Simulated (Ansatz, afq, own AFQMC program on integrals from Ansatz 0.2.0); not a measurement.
**SiH₂, singlet: AFQMC among the cluster methods**

```xyz
3

Si    0.0000   -0.0813    0.0000
H     0.0000    1.1323   -1.2393
H     0.0000    1.1323    1.2393
```

Basis cc-pVDZ. Only valence electrons are correlated. Integrals, coupled cluster, full CI and functionals: Ansatz 0.2.0; the random walks run on the same integrals in our own AFQMC program. ph-AFQMC/CISD is guided by a CISD state made of CCSD amplitudes; releasing the constraint for a short imaginary time cuts its bias at the price of noise, slowly where states lie close. Free projection: walkers drawn from exp(T), propagated without any constraint. Its projection time is finite, and what remains of the start isn't in its error. Uncertainties: one standard error, sampling alone.

Determinant: UHF, the one that the program's search chose, which needn't be the lowest solution. The geometry is a point of a scan.

Full CI on the same integrals is exact in this basis and with this determinant's frozen core.

Cautions: an unrestricted solution with more broken spin lies lower (52 meV, ⟨S²⟩ 0.30), while this determinant keeps restricted orbitals.

The T1 diagnostic is 0.0164, the weight of the determinant in the CISD state is 0.901 and the ⟨S²⟩ of the determinant is 0.000. The size of the correlated space is 6 electrons in 23 orbitals.

Reference: full CI, correlation energy -3.359 eV. The released energy is read at 2.40 1/Eh (meV from the phaseless value at times in 1/Eh: -3.1 ± 1.8 at 0.24, -4.8 ± 1.1 at 0.51, -5.2 ± 1.2 at 0.99, -5.4 ± 1.1 at 1.62, -7.8 ± 1.2 at 2.40).

```tsv
level	E − E(reference) (kJ/mol)	share of correlation (%)
HF	324.1	0.00
MP2	89.1	72.52
CCSD	9.3	97.14
CCSD(T)	2.3	99.30
CCSDT	0.3	99.90
CCSDT(Q)	0.1	99.98
CCSDTQ	0.0	100.00
ph-AFQMC/HF	-2.2 ± 1.8	100.68
ph-AFQMC/CISD	0.8 ± 0.1	99.77
released AFQMC	0.0 ± 0.1	100.00
free AFQMC	0.0 ± 0.1	100.00
```

CCSDT and higher add their correlation energy to the determinant of the CCSD(T) run, since their own runs factorise the integrals more tightly (a shift of under 2 meV). Free projections are given only where their last times agree within the noise and don't stop above the reference; a slow remainder of the start can still hide under it. A walk keeps the symmetry of its determinant, which the program's search chose and which needn't be the lowest solution, so a lower state of the same spin and another symmetry isn't excluded. Released energies are given only where the last usable release times agree within the noise; a slower fall can still hide under it.
